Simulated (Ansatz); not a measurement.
Geometry optimisation, UKS PBE0/6-31G* in Ansatz.

Input:

```yaml
crystal:
  periodic: [false, false, false]
  atoms:
    - { symbol: F, position_ang: [0.4057, 0.2149, 1.7327] }
    - { symbol: C, position_ang: [0.756, -0.5912, 0.7408] }
    - { symbol: O, position_ang: [-0.3619, -0.7804, -0.1485] }
    - { symbol: C, position_ang: [-0.6528, 0.4674, -0.6903] }
    - { symbol: F, position_ang: [0.3276, 0.9557, -1.3967] }
    - { symbol: Cl, position_ang: [-2.0712, 0.1944, -1.8039] }
    - { symbol: H, position_ang: [1.6604, -0.17, 0.2348] }
    - { symbol: H, position_ang: [1.0661, -1.5263, 1.1937] }
    - { symbol: H, position_ang: [-1.0413, 1.1892, 0.1204] }
magnetization:
  spin_polarized: true
basis:
  gaussian: { orbitals: "6-31G*" }
hamiltonian:
  xc: pbe0
relax:
  f_tol: 0.02
  max_steps: 50
output:
  orbitals: {}
```

Launched with:

```bash
$ ansatz run input.yaml --threads 2 --pin off --max-ram 3072MiB --backend cpu --events-out ev --progress --plain --runs-dir out
```

**Question.** Where does it end, and by what steps?

**Answer.** The run converged. After 7 steps the energy has fallen by 0.340 eV; H9 moved furthest, 0.15 Å.

```
step  energy less start (eV)  largest force component (eV/Å)  accepted
   0                  0.0000                           3.284       yes
   1                 -0.2705                           1.539       yes
   2                 -0.3336                           0.411       yes
   3                 -0.3388                           0.055       yes
   4                 -0.3393                           0.023       yes
   5                 -0.3396                           0.027       yes
   6                 -0.3399                           0.033       yes
   7                 -0.3400                           0.015       yes
```

```xyz
9
Properties=species:S:1:pos:R:3
F 0.383 0.148 1.860
C 0.766 -0.583 0.769
O -0.294 -0.715 -0.128
C -0.678 0.468 -0.712
F 0.318 0.951 -1.498
Cl -2.097 0.129 -1.713
H 1.619 -0.080 0.304
H 1.014 -1.598 1.082
H -0.943 1.234 0.019
```

Run time: 42 s on 2 threads of Arm Neoverse V1, with other jobs on the host, peak memory 0.31 GiB.
